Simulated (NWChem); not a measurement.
System: CH2Cl2 cation, doublet; SMILES of the neutral closed-shell parent ClCCl

Input file for NWChem:

```
start job
memory heap 200 mb stack 900 mb global 1100 mb
charge 1
geometry units angstroms noautosym nocenter noautoz
  Cl     1.479952     0.000000     0.184006
  C      0.000000     0.000000    -0.674754
  Cl    -1.479952     0.000000     0.184006
  H      0.000000     0.867535    -1.390769
  H      0.000000    -0.867535    -1.390769
end
basis spherical
  * library cc-pvtz
end
dft
  odft
  mult 2
  xc hfexch
  iterations 150
end
property
  efieldgrad
end
task dft property
```

NWChem printed, in part:

```
             Northwest Computational Chemistry Package (NWChem) 7.3.0
             --------------------------------------------------------

                             Geometry "geometry" -> ""
                             -------------------------

 Output coordinates in angstroms (scale by  1.889725989 to convert to a.u.)

  No.       Tag          Charge          X              Y              Z
 ---- ---------------- ---------- -------------- -------------- --------------
    1 Cl                  17.0000     1.47995200     0.00000000     0.18400600
    2 C                    6.0000     0.00000000     0.00000000    -0.67475400
    3 Cl                  17.0000    -1.47995200     0.00000000     0.18400600
    4 H                    1.0000     0.00000000     0.86753500    -1.39076900
    5 H                    1.0000     0.00000000    -0.86753500    -1.39076900

 Effective nuclear repulsion energy (a.u.)     136.1615522177

  xc_inp: hfexch multiplicative factor not found.
                              NWChem Property Module
                              ----------------------

  itol2e modified to match energy
  convergence criterion.

                                 NWChem DFT Module
                                 -----------------

 Summary of "ao basis" -> "ao basis" (spherical)
 ------------------------------------------------------------------------------
       Tag                 Description            Shells   Functions and Types
 ---------------- ------------------------------  ------  ---------------------
 Cl                         cc-pvtz                 12       34   5s4p2d1f
 C                          cc-pvtz                 10       30   4s3p2d1f
 H                          cc-pvtz                  6       14   3s2p1d

  itol2e modified to match energy
  convergence criterion.

            General Information
            -------------------
          SCF calculation type: DFT
          Wavefunction type:  spin polarized.
          No. of atoms     :     5
          No. of electrons :    41
           Alpha electrons :    21
            Beta electrons :    20
          Charge           :     1
          Spin multiplicity:     2
          Use of symmetry is: off; symmetry adaption is: off
          Maximum number of iterations: 150
          AO basis - number of functions:   126
                     number of shells:    46
          Convergence on energy requested:  1.00D-07
          Convergence on density requested:  1.00D-05
          Convergence on gradient requested:  5.00D-04

              XC Information
              --------------
                     Hartree-Fock (Exact) Exchange  1.000

      Superposition of Atomic Density Guess
      -------------------------------------

 Sum of atomic energies:        -957.64300438

 Renormalizing density from      42.00 to     41

      Non-variational initial energy
      ------------------------------

 Total energy =    -944.188417
 1-e energy   =   -1554.698661
 2-e energy   =     474.348692
 HOMO         =      -0.650583
 LUMO         =      -0.288568

[...]

          -----------------------
          Electric field gradient
          -----------------------

 1 a.u. = 0.324123 10**(16) esu/cm**3  ( or statvolts/cm**2 ) = 0.97174 10**(22) v/m**2

 ------------------------------------------------------------
   Atom      X         Y         Z
 ------------------------------------------------------------
    1 Cl   2.79670   0.00000   0.34772
 ------------------------------------------------------------

 Electric field gradient in molecular frame (a.u.)
         XX             YY             ZZ             XY             XZ             YZ
 ------------------------------------------------------------------------------------------
       -1.588631      -0.336103       1.924733      -0.000000      -2.542569       0.000000

 Principal components (a.u.) and orientation
 of principal axis w.r.t. absolute frame                      Asymmetry parameter eta
 --------------------------------------------------------------------------------------
        3.258454      -2.922351      -0.336103                       0.793704

       -0.464526       0.885560       0.000000
        0.000000       0.000000       1.000000
        0.885560       0.464526       0.000000

 ------------------------------------------------------------
   Atom      X         Y         Z
 ------------------------------------------------------------
    2 C    0.00000   0.00000  -1.27510
 ------------------------------------------------------------

 Electric field gradient in molecular frame (a.u.)
         XX             YY             ZZ             XY             XZ             YZ
 ------------------------------------------------------------------------------------------
       -0.304240       0.226543       0.077697      -0.000000       0.000000      -0.000000

 Principal components (a.u.) and orientation
 of principal axis w.r.t. absolute frame                      Asymmetry parameter eta
 --------------------------------------------------------------------------------------
       -0.304240       0.226543       0.077697                       0.489236

        1.000000      -0.000000       0.000000
       -0.000000       1.000000      -0.000000
        0.000000      -0.000000       1.000000

 ------------------------------------------------------------
   Atom      X         Y         Z
 ------------------------------------------------------------
    3 Cl  -2.79670   0.00000   0.34772
 ------------------------------------------------------------

 Electric field gradient in molecular frame (a.u.)
         XX             YY             ZZ             XY             XZ             YZ
 ------------------------------------------------------------------------------------------
       -1.588631      -0.336103       1.924733       0.000000       2.542569      -0.000000

 Principal components (a.u.) and orientation
 of principal axis w.r.t. absolute frame                      Asymmetry parameter eta
 --------------------------------------------------------------------------------------
        3.258454      -2.922351      -0.336103                       0.793704

        0.464526       0.885560       0.000000
        0.000000       0.000000       1.000000
        0.885560      -0.464526       0.000000

 ------------------------------------------------------------
   Atom      X         Y         Z
 ------------------------------------------------------------
    4 H    0.00000   1.63940  -2.62817
 ------------------------------------------------------------

 Electric field gradient in molecular frame (a.u.)
         XX             YY             ZZ             XY             XZ             YZ
 ------------------------------------------------------------------------------------------
        0.105817      -0.082910      -0.022907       0.000000      -0.000000       0.176307

 Principal components (a.u.) and orientation
 of principal axis w.r.t. absolute frame                      Asymmetry parameter eta
 --------------------------------------------------------------------------------------
       -0.231750       0.125933       0.105817                       0.086799

        0.000000       0.000000       1.000000
        0.764118       0.645077       0.000000
       -0.645077       0.764118       0.000000

 ------------------------------------------------------------
   Atom      X         Y         Z
 ------------------------------------------------------------
    5 H    0.00000  -1.63940  -2.62817
 ------------------------------------------------------------

 Electric field gradient in molecular frame (a.u.)
         XX             YY             ZZ             XY             XZ             YZ
 ------------------------------------------------------------------------------------------
        0.105817      -0.082910      -0.022907      -0.000000      -0.000000      -0.176307

 Principal components (a.u.) and orientation
 of principal axis w.r.t. absolute frame                      Asymmetry parameter eta
 --------------------------------------------------------------------------------------
       -0.231750       0.125933       0.105817                       0.086799

        0.000000       0.000000       1.000000
        0.764118      -0.645077       0.000000
        0.645077       0.764118       0.000000
```

Level: UHF/cc-pVTZ. In the optimisation the excess spin sits in b2 (C2v, its own frame). Coordinates come from a PBE0/def2-SVP, spin-unrestricted optimisation. The spin multiplicity was typed, not searched, and may not be the lowest. No stability test was run on the SCF state. NWChem prints the field gradient with the sign opposite to the second derivative of the potential.
